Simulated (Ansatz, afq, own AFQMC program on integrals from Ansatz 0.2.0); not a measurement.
AlH⁻, doublet in aug-cc-pVDZ, levels against full CI

```xyz
2

Al    0.0000    0.0000    0.0000
H     0.0000    0.0000    4.5660
```

Basis aug-cc-pVDZ. Only valence electrons are correlated. Ansatz 0.2.0 and our own AFQMC program on the same integrals; the CISD trial comes from CCSD amplitudes, and released means the phaseless constraint is let go. ± is one standard error of the sampling.

Determinant: ROHF, the one that the program's search chose, which needn't be the lowest solution. The geometry is a point of a scan.

Full CI on the same integrals is exact in this basis and with this determinant's frozen core.

Cautions: a spin-contaminated unrestricted determinant lies lower (UHF 298 meV lower, ⟨S²⟩ 1.64); strong correlation (T1 0.055, weight of the determinant 0.85, largest double 0.09); the released energies have errors that jump between times, so the bars are unsure, so no released level is given (meV from the phaseless value at times in 1/Eh: -3 ± 3 at 0.24, -128 ± 124 at 0.51, -8.7 ± 1.7 at 0.99, -9.4 ± 1.7 at 1.62, -14.0 ± 2.4 at 2.40).

- T1 diagnostic: 0.0546
- weight of the determinant in the CISD state: 0.853
- size of the correlated space: 5 electrons in 31 orbitals

```tsv
level	correlation energy (eV)
MP2	-1.6601
CCSD	-2.4568
CCSD(T)	-2.5090
```

Question: Estimate where full CI lies against CCSD(T) on the same integrals.

Answer: 3.6 kJ/mol below CCSD(T).

Reference: full CI, correlation energy -2.546 eV.

| level | E − E(reference) (kJ/mol) | share of correlation (%) |
| --- | --- | --- |
| CCSD(T) | 3.6 | 98.54 |
| CCSDT | 0.5 | 99.81 |
| CCSDT(Q) | 0.1 | 99.97 |
| CCSDTQ | 0.0 | 100.00 |
| ph-AFQMC/HF | 4.9 ± 2.6 | 98.01 |
| ph-AFQMC/CISD | 2.4 ± 0.2 | 99.04 |

CCSDT and higher add their correlation energy to the determinant of the CCSD(T) run, since their own runs factorise the integrals more tightly (a shift of under 2 meV). A walk keeps the symmetry of its determinant, which the program's search chose and which needn't be the lowest solution, so a lower state of the same spin and another symmetry isn't excluded.
